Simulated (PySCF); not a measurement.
Species: 3-methylisoxazole, C4H5NO.
Bonds: C1–C2, C2–C3 (aromatic), C3–C4 (aromatic), C4–O5 (aromatic), O5–N6 (aromatic), C2–N6 (aromatic). Hydrogens: H7, H8, H9 on C1; H10 on C3; H11 on C4.

NICS is the negative of the GIAO shielding at a point without a nucleus: at the ring centre (0) and 1 Å above and below it (1); zz is the component along the ring normal. Level: GIAO PBE0/pcSseg-1 (PySCF, non-relativistic, gas phase) on the GFN2-xTB geometry, one conformer.

Ring bond lengths (Å), with Mayer bond orders in brackets: C2–C3 1.423 (1.18), C3–C4 1.360 (1.61), C4–O5 1.336 (1.10), O5–N6 1.353 (1.00), N6–C2 1.306 (1.62).

Task: Give the NICS values of each ring in ppm.

Result: 
```csv
ring,type,NICS(0),"NICS(1), two faces","NICS(1)zz, two faces",rms pucker (Å),"centre to ring atoms, mean (Å)"
C2–C3–C4–O5–N6,5-membered ring with N and O; formal bonds all aromatic,-11.6,-11.1 / -11.1,-27.5 / -27.6,0.00,1.15
```

Task: What can be read from them?

Result: 
- C2–C3–C4–O5–N6: mean NICS(1)zz -27.6 ppm, shielded. The ring is flat and has no four-coordinate atom; by the NICS criterion it is aromatic.

Task: How equal are the bonds by HOMA? HOMA takes Krygowski's 1993 parameters.

Result: 
- C2–C3–C4–O5–N6: HOMA 0.60; the largest term is that of C4–O5, α(R − Ropt)² = 0.78.

Task: At the first NICS(1) probe listed for ring C2–C3–C4–O5–N6, 1 Å off the ring, how large is the induced field along the normal in 11.7 T applied along it?

Result: NICSzz × B0 = -27.5 ppm × 11.7 T = -322 μT, against the applied field.

Task: List the ring angles and the Hirshfeld charges of the ring atoms.

Result: 
- C2–C3–C4–O5–N6: C2 110.0° (+0.043 e), C3 103.5° (-0.099 e), C4 109.8° (+0.024 e), O5 109.0° (-0.032 e), N6 107.7° (-0.124 e); sum 540.0° against 540° for a flat convex ring.

The run took 9.7 s wall on Arm Neoverse V1, one thread (shared host). This is the whole shielding run at PBE0/pcSseg-1, SCF included.
